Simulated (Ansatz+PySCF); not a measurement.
Results of a calculation; reference values are marked as such.
Several solutions for singlet H2O

```xyz
3

O     0.0000    0.0000   -0.1197
H     0.0000    0.7542    0.4787
H     0.0000   -0.7542    0.4787
```

Basis set: def2-SVP (spherical functions). Charge 0, multiplicity 1.

CASSCF(2,2) was run from several starts with Ansatz (development build ahead of 0.2.0) and PySCF 2.14.0. The starts are those of the Hartree–Fock orbitals from which the active space was taken at the frontier.

```
run  program                        start  converged  energy (hartree)  <S²>
  A   Ansatz      stability test followed        yes         -75.98163  0.00
  B    PySCF             program defaults        yes         -75.96609  0.00
  C   Ansatz      atomic start, no search        yes         -75.96609  0.00
  D   Ansatz  search for the lowest state        yes         -75.98163  0.00
```

Problem. Which runs reached the lowest solution of this kind, and what is wrong with the others?

Solution. A, D reached the lowest solution found. Converged but too high: B by 0.42 eV, C by 0.42 eV. Convergence only shows a stationary point; in CASSCF the end hangs on which orbitals enter the active space. Caution: other starts end on other solutions of this active space.
